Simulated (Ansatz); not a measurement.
Fluorite CdF2, treated with HSE06-D3(BJ) (PAW; Ansatz, a first-principles code).

Numerical settings: plane-wave cutoff 460 eV, 8×8×8 k mesh, Fermi–Dirac smearing 0.01 eV, scalar-relativistic PAW data made under PBE.

Cell (relaxed at this level):

```cif
data_CdF2
_chemical_formula_sum 'Cd1 F2'
_space_group_name_H-M_alt 'P 1'
_space_group_IT_number 1
_cell_length_a 3.80387
_cell_length_b 3.80387
_cell_length_c 3.80387
_cell_angle_alpha 60.000
_cell_angle_beta 60.000
_cell_angle_gamma 60.000
loop_
_space_group_symop_operation_xyz
  'x, y, z'
loop_
_atom_site_label
_atom_site_type_symbol
_atom_site_fract_x
_atom_site_fract_y
_atom_site_fract_z
_atom_site_occupancy
Cd1 Cd 0.00000 0.00000 0.00000 1
F1 F 0.25000 0.25000 0.25000 1
F2 F 0.75000 0.75000 0.75000 1
```

Problem. Estimate the bulk modulus, band gap, smallest direct gap on the k points sampled and pressure derivative B′ of the bulk modulus that the calculation returns.

Solution. 
bulk modulus: 110 GPa
band gap: 5.23 eV (on the SCF k mesh)
smallest direct gap on the k points sampled: 5.81 eV
pressure derivative B′ of the bulk modulus: 4.7

Measured, for comparison: band gap 7.8 eV (temperature not stated, no zero-point or thermal correction, indirect W–Γ; as tabulated in Cappellini et al. (2013), arXiv:1302.2571).

Spin–orbit coupling is not included.

It cost very roughly 6 core-minutes of CPU time.
